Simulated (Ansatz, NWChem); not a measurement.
# How methods differ on C3H6O (oxetane)

C3H6O has 10 atoms, charge 0, and is taken as a singlet. SMILES: `C1COC1`. The coordinates come from a PBE0-D4/def2-TZVP relaxation.

Quantity: the atomisation enthalpy at 298 K, in kJ/mol. The values are calculated. The thermal term (zero-point and 298 K enthalpy, harmonic and unscaled) is that of PBE0-D4/def2-TZVP; the spin-orbit lowering of the free atoms at 298 K, 0.5 kJ/mol by their spectra, is taken off.

**The experiment to reproduce.** CRC Handbook of Chemistry and Physics gives the atomisation enthalpy at 298 K of the gas as 3788 kJ/mol.

```
                                level                    kind  program  value (kJ/mol)  computed − measured  CPU time (all runs)
    BLYP/6-31G* (spherical functions)                     GGA   Ansatz            3768                  -20                6.8 s
 r2SCAN0/6-31G* (spherical functions)         hybrid meta-GGA   Ansatz            3730                  -58                 11 s
   B3LYP/6-31G* (Cartesian functions)           global hybrid   NWChem            3767                  -21                 37 s
   HSE06/6-31G* (spherical functions)  range-separated hybrid   Ansatz            3820                  +32                6.1 s
 wB97M-V/6-31G* (spherical functions)  range-separated hybrid   Ansatz            3845                  +57                 53 s
   wB97X/6-31G* (spherical functions)  range-separated hybrid   Ansatz            3800                  +12                 23 s
PBE-QIDH/6-31G* (spherical functions)           double hybrid   Ansatz            3686                 -102                7.8 s
     MP2/6-31G* (spherical functions)     perturbation theory   NWChem            3501                 -287                 18 s
```

Nearest: wB97X/6-31G* (spherical functions) (+12 kJ/mol); farthest: MP2/6-31G* (spherical functions) (-287 kJ/mol). Computed less measured by kind, in kJ/mol (of the ab initio rows, those in 6-31G*): GGA -20; global hybrid -58 to -21; range-separated hybrid +12 to +57; double hybrid -102; perturbation theory -287. Wave-function methods converge slowly with the basis and bind too weakly in sets of this size; that is part of their error here. In so small a basis fixed costs decide the times, and correlated methods can beat functionals. CPU times are rough (shared hosts, several kinds of processor and program).
